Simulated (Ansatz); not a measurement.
We consider rock-salt MgS, described by r²SCAN (Ansatz, an electronic-structure program, PAW).

The same calculation (at the measured cell, 17.609 Å³/atom) with different numerical settings:

| run | k mesh | electronic dielectric constant ε∞ | static dielectric constant | zone-centre TO phonon frequency (cm⁻¹) |
|---|---|---|---|---|
| 1 | 4×4×4 | 4.639 | 14.378 | 234.8 |
| 2 | 6×6×6 | 4.847 | 14.454 | 236.5 |
| 3 | 8×8×8 | 4.889 | 14.487 | 236.6 |
| 4 | 12×12×12 | 4.899 | 14.496 | 236.6 |
| 5 | 16×16×16 | 4.899 | 14.496 | 236.6 |
| 6 | 20×20×20 | 4.899 | 14.496 | 236.6 |

In the column high-frequency dielectric constant the first row differs from the last by -0.260 and the next to last by 0.000.

The last row is no converged limit: other settings stay fixed.

Note: the run warned that the k mesh is coarse for the response to a field.
